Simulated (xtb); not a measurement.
ClF, charge +1, sextet, geometry from GFN2-xTB of the parent state (a state made from the parent by changing its charge; the spin is typed, not shown lowest); GFN0-xTB in xtb.

Input for xtb:
```
$ xtb mol.xyz --gfn 0 --chrg 1 --uhf 5 --json

# file mol.xyz
2

F     -0.00000000    -0.00000000    -1.04610145
Cl     0.00000000     0.00000000     0.55381842
```

What the program printed (banner, timings and long lists left out):

```
   ID    Z sym.   atoms
    1    9 F      1
    2   17 Cl     2

           -------------------------------------------------
          |                Calculation Setup                |
           -------------------------------------------------

           -------------------------------------------------
          |                 G F N 0 - x T B                 |
           -------------------------------------------------

          ...................................................
          :                      SETUP                      :
          :.................................................:
          :  # basis functions                  14          :
          :  # atomic orbitals                  13          :
          :  # shells                            5          :
          :  # electrons                        13          :
          :  electronic temp.          300.0000000     K    :
          :  accuracy                    1.0000000          :
          :  -> integral cutoff          0.2500000E+02      :
          :  -> integral neglect         0.1000000E-07      :
          ...................................................

         :::::::::::::::::::::::::::::::::::::::::::::::::::::
         ::                     SUMMARY                     ::
         :::::::::::::::::::::::::::::::::::::::::::::::::::::
         :: total energy              -5.475043201538 Eh    ::
         :: gradient norm              0.165319388006 Eh/a0 ::
         :: HOMO-LUMO gap              0.000000000000 eV    ::
         ::.................................................::
         :: H0 energy                 -7.109128243653 Eh    ::
         :: repulsion energy           0.002865395096 Eh    ::
         :: electrostat energy         1.631319441088 Eh    ::
         :: -> Gsolv                   0.000000000000 Eh    ::
         ::    -> Gsasa                0.000000000000 Eh    ::
         ::    -> Gshift               0.000000000000 Eh    ::
         :: dispersion energy         -0.000099794069 Eh    ::
         :: short-range corr.          0.000000000000 Eh    ::
         :: add. restraining           0.000000000000 Eh    ::
         :: total charge               1.000000000000 e     ::
         :::::::::::::::::::::::::::::::::::::::::::::::::::::

           -------------------------------------------------
          |                Property Printout                |
           -------------------------------------------------

    * Orbital Energies and Occupations

         #    Occupation            Energy/Eh            Energy/eV
      -------------------------------------------------------------
         1        2.0000           -0.9613978             -26.1610
         2        2.0000           -0.7997083             -21.7612
         3        1.9995           -0.4866735             -13.2431
         4        1.5003           -0.4794864             -13.0475
         5        1.5003           -0.4794864             -13.0475
         6        1.0000           -0.4148204             -11.2878
         7        1.0000           -0.4148204             -11.2878
         8        1.0000           -0.2865534              -7.7975
         9        0.5000           -0.0562808              -1.5315 (HOMO)
        10        0.5000           -0.0562808              -1.5315 (LUMO)
        11                         -0.0395600              -1.0765
        12                         -0.0395600              -1.0765
        13                          0.1941072               5.2819
      -------------------------------------------------------------
                  HL-Gap            0.0000000 Eh            0.0000 eV
             Fermi-level            0.0000000 Eh            0.0000 eV

     #   Z          covCN         q      C6AA      α(0)
     1   9 F        0.863     0.157     8.176     3.293
     2  17 Cl       0.863     0.843    75.799    13.308

 Mol. C6AA /au·bohr⁶  :        131.865115
 Mol. C8AA /au·bohr⁸  :       4582.121303
 Mol. α(0) /au        :         16.601707

Wiberg/Mayer (AO) data.
largest (>0.10) Wiberg bond orders for each atom

 ---------------------------------------------------------------------------
     #   Z sym  total        # sym  WBO       # sym  WBO       # sym  WBO
 ---------------------------------------------------------------------------
     1   9 F    1.100 --     2 Cl   1.100
     2  17 Cl   1.100 --     1 F    1.100
 ---------------------------------------------------------------------------

Topologies differ in total number of bonds
Writing topology from bond orders to xtbtopo.mol

 dipole moment from electron density (au)
     X       Y       Z
  -0.0000   0.0000  -2.6225  total (Debye):    6.666

           -------------------------------------------------
          | TOTAL ENERGY               -5.475043201538 Eh   |
          | GRADIENT NORM               0.165319388006 Eh/α |
          | HOMO-LUMO GAP               0.000000000000 eV   |
           -------------------------------------------------

normal termination of xtb
```
